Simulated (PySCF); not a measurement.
Species: C₃H₈N (doublet state).
Z-matrix (Å and degrees, GFN2-xTB geometry), rows numbered from 1:
```
C 
C   1  1.4778
C   2  1.4788  1  121.82
N   3  1.4546  2  111.06  1  -171.11
H   1  1.0914  2  111.01  3   144.05
H   1  1.0891  2  111.08  3    22.57
H   1  1.0977  2  111.45  3   -97.46
H   2  1.0750  1  119.59  3   169.85
H   3  1.1102  2  109.28  1   -45.27
H   3  1.1053  2  110.62  1    70.73
H   4  1.0143  3  110.18  2    58.62
H   4  1.0139  3  110.60  2   177.94
```

The hyperfine couplings belong to this conformer and change with its torsions.

As a line formula: `C[CH]CN` [radical].

Theory: PySCF 2.14.0, UKS B3LYP, pcH-1 on C H N, non-relativistic, mean-field spin-orbit, GIAO. One conformer (not necessarily the lowest) at the GFN2-xTB geometry, without solvent, vibrations or thermal averaging. The geometry wasn't refined by DFT: couplings that depend on bond lengths, twists or pyramidal angles can differ widely from those at the functional's own minimum. The SCF solution wasn't tested for stability.

Computed for the main isotopes (class means, splittings of 0.05 mT or more): g = 2.0026; H9/H10 1H +106.5 MHz (3.80 mT); H5/H6/H7 1H +73.9 MHz (2.64 mT); H8 1H -60.1 MHz (2.14 mT); N4 14N +5.1 MHz (0.18 mT); 72 first-order lines, 18.02 mT wide.

**Question.** What changes when 1H at H9/H10 is replaced by 2H at both sites?

**Answer.** The spin density stays the same (vibrational effects aside), so a scales with the nuclear g factor: 0.85744/5.58569 = 0.1535, so a goes from +106.5 to +16.3 MHz (0.583 mT). The spin goes from 1/2 to 1, so the 1:2:1 triplet becomes a 1:2:3:2:1 quintet. The spectrum then has 120 first-order lines over 12.75 mT.

**Question.** What changes when 14N at N4 is replaced by 15N?

**Answer.** The spin density stays the same (vibrational effects aside), so a scales with the nuclear g factor: -0.56638/0.40376 = -1.4028, so a goes from +5.1 to -7.1 MHz (0.255 mT). The spin goes from 1 to 1/2, so the 1:1:1 triplet becomes a 1:1 doublet. The spectrum then has 48 first-order lines over 17.91 mT.

**Question.** Give position and intensity of the satellites from 13C at C2.

**Answer.** a = +95.9 MHz, or 3.42 mT in magnitude, and I = 1/2, so to first order each main line has two satellites, at ±1.71 mT. The isotope's abundance is about 1.07 %, shared among 2 lines, so each has 0.54 % of the main line's intensity.

**Question.** Give position and intensity of the satellites from 13C at C3.

**Answer.** a = -36.2 MHz, or 1.29 mT in magnitude, and I = 1/2, so to first order each main line has two satellites, at ±0.65 mT. The isotope's abundance is about 1.07 %, shared among 2 lines, so each has 0.54 % of the main line's intensity.

**Question.** Give position and intensity of the satellites from 13C at C1.

**Answer.** a = -33.5 MHz, or 1.19 mT in magnitude, and I = 1/2, so to first order each main line has two satellites, at ±0.60 mT. The isotope's abundance is about 1.07 %, shared among 2 lines, so each has 0.54 % of the main line's intensity.

Means are taken over nuclei equivalent by connectivity, which assumes that they swap fast. The three 1H nuclei of mean +73.9 MHz run from 15.0 to 140.4 MHz in the frozen geometry. The 1H value of +106.5 MHz is a mean of couplings from 74.0 to 138.9 MHz in this one geometry, not an average over conformers.
